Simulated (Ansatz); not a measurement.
Basis-set extrapolation for C8H18, SMILES `CCC(CC)C(C)C` (PBE0-D4/def2-TZVP geometry, frozen core, Ansatz). Multiplicity 1, RHF reference.

|  | def2-TZVPP | def2-QZVPP |
| --- | --- | --- |
| HF | -313.541239 | -313.556065 |
| MP2 correlation | -1.426536 | -1.513520 |
| CCSD(T) correlation | -1.575714 | not run |

Energies in hartree. Use E(X) = E(∞) + A·exp(−7.88·√X) for Hartree–Fock and E(X) = E(∞) + B·X^(−2.97) for correlation, with X = 3 and 4, and add CCSD(T) minus MP2 of the smaller set to the MP2 limit.

Q: What is the CCSD(T) energy at the basis-set limit?

A: HF limit: -313.556065 + (-0.014826) × 0.13774 = -313.55811. MP2 limit: -1.513520 + (-0.086984) × 0.74074 = -1.57795. Higher-order term: -1.575714 − (-1.426536) = -0.14918. Total: -315.28524 hartree, 441.8 kJ/mol below CCSD(T)/def2-TZVPP.
